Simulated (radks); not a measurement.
# N²⁺ in [He] 2s1 2p2: an all-electron calculation

An exercise on one series of results from a longer session: the logs are not shown, and one member is left open.

The numbers are computed with radks (a radial shooting solver on a logarithmic mesh, Libxc functionals) version 1 (non-relativistic Kohn-Sham, r2SCAN, spin-polarised, spherical densities, point nucleus; open shells are filled with parallel spins first), except any that are marked as measured or tabulated.

### The atom as given

```
element       : nitrogen (Z = 7)
charge        : +2
electrons     : 5
configuration : [He] 2s1 2p2
```

The outer shells:

N²⁺
```
[He] core
2s [↑ ]
2p [↑ ][↑ ][  ]
```

Set-up of the first run:

The run's settings:

```text
Z 7
configuration [He] 2s1 2p2 3s0 3p0
relativity non-relativistic
functional r2scan,r2scan
spin polarised
nucleus point
```

One table of the session follows, with a row left open; its other results are not shown here.

It belongs to the step «Shells». Radial moments (bohr):

| level | <r> | outermost maximum (interpolated) | 90 % within |
| --- | --- | --- | --- |
| 1s up | 0.2296 | 0.148 | 0.411 |
| 1s down | 0.2285 | 0.148 | 0.409 |
| 2s up | ? | ? | ? |
| 2p up | 1.123 | 0.862 | 1.84 |

Estimate the missing values for 2s up.

**Answer.** <r>: 1.155; outermost maximum (interpolated): 0.950; 90 % within: 1.80. In the column «<r>» it is the highest.
